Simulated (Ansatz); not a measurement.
# PH2 (SMILES [PH2]) at 6 levels

We compute a comparison of 6 runs (UB2PLYP/6-31G*, UB3LYP/6-31G*, UHSE06/6-31G*, UCCSDT(Q)/3-21G, UCCSDT(Q)/6-31G*, UCCSDT/6-31G*) of PH2. 

The results are computed with Ansatz 0.2.0.

46 further runs of the same task are left out: 46 set aside as unsound or not needed.

## (1) The molecule

PH2 has 3 atoms, charge 0, and is taken as a doublet. As SMILES, `[PH2]`. The H3–P1 distance was set to 2.784 Å, away from the relaxed value. At this shape a bond of the SMILES string is far longer than usual.

Bond lengths: P1–H2 1.392 Å.

## (2) A single-point energy at UB2PLYP/6-31G(d) (spherical functions) (run 1)

job.yaml

```yaml
crystal:
  periodic: [false, false, false]
  atoms:
    - {symbol: P, position_ang: [1.654894, 0.119110, 0.930445]}
    - {symbol: H, position_ang: [1.251934, 1.449220, 0.850185]}
    - {symbol: H, position_ang: [-0.625980, -0.724620, -0.425100]}
basis:
  gaussian: {orbitals: 6-31G_st_-spherical.json}
magnetization: {spin_polarized: true, initial_magnetization: 1}
hamiltonian: {xc: {name: B2PLYP}}
correlation: {frozen_orbitals: {H: 0, P: 5}}
accuracy: high
```

The basis set 6-31G* is read from a file made from the Basis Set Exchange's data (not shown).

Launch:

```sh
$ ansatz run job.yaml --threads 1 --pin off --max-ram 2610MiB --events-out events.jsonl --progress --plain --runs-dir runs
```

The program printed:

```text
Warning: RAYON_NUM_THREADS=1 ignored (pool sized by the plan → 1); use --threads N
Functional definition: B2PLYP
  name "B2PLYP"
  parameter a = 0.53
  parameter c = 0.27
  exchange = (1 - a)*b88_x + a*exact_x
  correlation = (1 - c)*lyp_c + c*(mp2_os + mp2_ss)
377 factors; integrals over basis functions are off by at most 3.4e-9 eV
mean field evaluation 1: about -9310.4370 eV, gradient 3.2e0 eV
mean field evaluation 2: about -9310.4454 eV, gradient 3.2e0 eV
mean field evaluation 4: about -9310.6037 eV, gradient 1.9e0 eV
mean field evaluation 8: about -9310.5656 eV, gradient 3.2e-2 eV
mean field evaluation 16: about -9311.7210 eV, gradient 2.3e-5 eV
mean field evaluation 32: about -9311.7210 eV, gradient 6.8e-4 eV
mean field evaluation 64: about -9310.8901 eV, gradient 1.3e-8 eV
mean field -9311.72104120 eV, -342.1994365530 hartree, gradient 2.8e-8 eV, S^2 1.609240; 6 other end points of the search recorded, 0 dependent functions left out
5 core orbitals not correlated: weight in the atoms' cores, before any rotation towards them, 1.000 or more for the frozen orbitals, at most 0.000 for the correlated occupied ones
reference -9311.72105945 eV, -342.1994372234 hartree; 4, 3 occupied and 13, 14 virtual orbitals, 377 factors
second order -2.39384798 eV of doubles, -0.00000000 eV of singles
Total energy: -9312.36739840 eV, -342.2231897419 hartree
```

It took 5.4 s on 1 thread of Arm Neoverse V1, shared host; peak memory 0.1 GiB.

## (3) A single-point energy at UB3LYP/6-31G(d) (spherical functions) (run 2)

molecule.yaml

```yaml
crystal:
  periodic: [false, false, false]
  atoms:
    - {symbol: P, position_ang: [1.654894, 0.119110, 0.930445]}
    - {symbol: H, position_ang: [1.251934, 1.449220, 0.850185]}
    - {symbol: H, position_ang: [-0.625980, -0.724620, -0.425100]}
basis:
  gaussian:
    orbitals: 6-31G_st_-spherical.json
accuracy: high
hamiltonian:
  xc: {name: B3LYP}
magnetization:
  spin_polarized: true
  initial_magnetization: 1
```

The basis set 6-31G* is read from a file made from the Basis Set Exchange's data (not shown).

Launch:

```sh
$ ansatz run molecule.yaml --threads 1 --pin off --max-ram 2610MiB --events-out events.jsonl --progress --plain --runs-dir runs
```

The program printed:

```text
Warning: RAYON_NUM_THREADS=1 ignored (pool sized by the plan → 1); use --threads N
Functional definition: B3LYP
  name "B3LYP"
  parameter a0 = 0.2
  parameter ax = 0.72
  parameter ac = 0.81
  exchange = (1 - a0 - ax)*slater_x + ax*b88_x + a0*exact_x
  correlation = (1 - ac)*vwn_rpa_c + ac*lyp_c
377 factors; integrals over basis functions are off by at most 3.4e-9 eV
mean field evaluation 1: about -9316.2162 eV, gradient 3.1e0 eV
mean field evaluation 2: about -9316.2257 eV, gradient 2.8e0 eV
mean field evaluation 4: about -9316.3546 eV, gradient 7.6e-1 eV
mean field evaluation 8: about -9316.2930 eV, gradient 1.4e-2 eV
mean field evaluation 16: about -9316.8118 eV, gradient 1.6e-8 eV
mean field evaluation 32: about -9316.8118 eV, gradient 7.3e-6 eV
mean field evaluation 64: about -9316.0868 eV, gradient 3.4e0 eV
mean field -9316.81176395 eV, -342.3865171633 hartree, gradient 1.6e-8 eV, S^2 1.473376; 6 other end points of the search recorded, 0 dependent functions left out
reference -9316.81179243 eV, -342.3865182101 hartree; 9, 8 occupied and 13, 14 virtual orbitals, 377 factors
Total energy: -9316.81179243 eV, -342.3865182101 hartree
```

It took 4.5 s on 1 thread of Arm Neoverse V1, shared host; peak memory 0.1 GiB.

Runs 3 to 5 aren't shown in full; the table further down has their settings and results.

## (4) A single-point energy at UCCSDT/6-31G(d) (spherical functions) (run 6)

molecule.yaml

```yaml
crystal:
  periodic: [false, false, false]
  atoms:
    - symbol: P
      position_ang: [1.654894, 0.119110, 0.930445]
    - symbol: H
      position_ang: [1.251934, 1.449220, 0.850185]
    - symbol: H
      position_ang: [-0.625980, -0.724620, -0.425100]
basis:
  gaussian: {orbitals: 6-31G_st_-spherical.json}
magnetization: {spin_polarized: true, initial_magnetization: 1}
correlation: {method: ccsdt, frozen_orbitals: {H: 0, P: 5}}
accuracy: high
scf: {omitted_lower_state_checks: [cluster_reference, increment]}
```

The basis set 6-31G* is read from a file made from the Basis Set Exchange's data (not shown).

Launch:

```sh
$ ansatz run molecule.yaml --threads 1 --pin off --max-ram 2610MiB --events-out events.jsonl --progress --plain --runs-dir runs
```

The program printed:

```text
Warning: RAYON_NUM_THREADS=1 ignored (pool sized by the plan → 1); use --threads N
[... 15 lines left out ...]
5 core orbitals not correlated: weight in the atoms' cores, before any rotation towards them, 1.000 or more for the frozen orbitals, at most 0.000 for the correlated occupied ones
[... 56 lines left out ...]
Total energy: -9302.51698862 eV, -341.8611938592 hartree
Checks for a lower state left out: cluster_reference, increment
```

It took 1.9 s on 1 thread of Arm Neoverse V1, shared host.

## (5) The series

| run | level | frozen core orbitals | energy (Eh) | ⟨S²⟩ | wall time |
| --- | --- | --- | --- | --- | --- |
| 1 | UB2PLYP/6-31G* (spherical functions) | 5 | -342.223190 | 1.609 | 5.4 s |
| 2 | UB3LYP/6-31G* (spherical functions) | – | -342.386518 | 1.473 | 4.5 s |
| 3 | UHSE06/6-31G* (spherical functions) | – | -342.224873 | 1.557 | 5.1 s |
| 4 | UCCSDT(Q)/3-21G | 5 | -340.100844 | 1.684 | 1.9 s |
| 5 | UCCSDT(Q)/6-31G* (spherical functions) | 5 | -341.861528 | 1.692 | 2.6 s |
| 6 | UCCSDT/6-31G* (spherical functions) | 5 | -341.861194 | 1.692 | 1.9 s |

## (6) What came out

| quantity | value |
| --- | --- |
| run 6: total energy | -341.86119 Eh |
| run 6: correlation energy (5 core orbitals frozen) | -96.9 mEh |
| run 6: ⟨S²⟩ of the reference determinant | 1.692 |
| run 6: T1 diagnostic | 0.063 |

Totals of different functionals can't be ranked against each other. Spin contamination of the reference: run 5 ⟨S²⟩ = 1.69, run 6 ⟨S²⟩ = 1.69, run 4 ⟨S²⟩ = 1.68, run 1 ⟨S²⟩ = 1.61, run 3 ⟨S²⟩ = 1.56, run 2 ⟨S²⟩ = 1.47. Where it is this large, the reference is a mixture of spin states, and values that rest on it are in doubt. All runs together took 21 s, the longest 5.4 s.
